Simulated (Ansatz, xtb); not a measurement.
## Isomers of H4NP in order of energy

3 gas-phase structures of H4NP, found in a search over its isomers (lower ones may exist). Each was relaxed with GFN2-xTB; where two conformers were screened, the lower at r2SCAN-D4/def2-SVP is listed:

A. `[NH-][PH3+]`, a singlet
B. `[NH3+][PH-]`, a singlet
C. `NP`, a singlet

Q: Which do you expect lowest at r2SCAN-D4/def2-SVP, and how would the others follow?

A: Calculated order at r2SCAN-D4/def2-SVP: C (0.0), A (126.2), B (143.5) kJ/mol.

Energies above the lowest of each column, in kJ/mol; the last columns are at B3LYP-D3(BJ)/def2-SVP geometries and were run for some of them only (a dash: not run or not comparable):

| structure | GFN2-xTB | HF/STO-3G | r2SCAN-D4/def2-SVP | B3LYP-D3(BJ)/def2-SVP | CCSD(T)/def2-TZVPP |
| --- | --- | --- | --- | --- | --- |
| C | 0.0 | 0.0 | 0.0 | 0.0 | 0.0 |
| A | 41.5 | 398.9 | 126.2 | 133.2 | 106.3 |
| B | 199.6 | 262.8 | 143.5 | – | – |

Every level run on C puts it lowest or level with the lowest. Flexible structures stand in one conformer each, not always the lowest. Frequencies (B3LYP-D3(BJ)/def2-SVP) were run for A, C alone.

Programs: Ansatz 0.2.0, xtb 6.7.1.
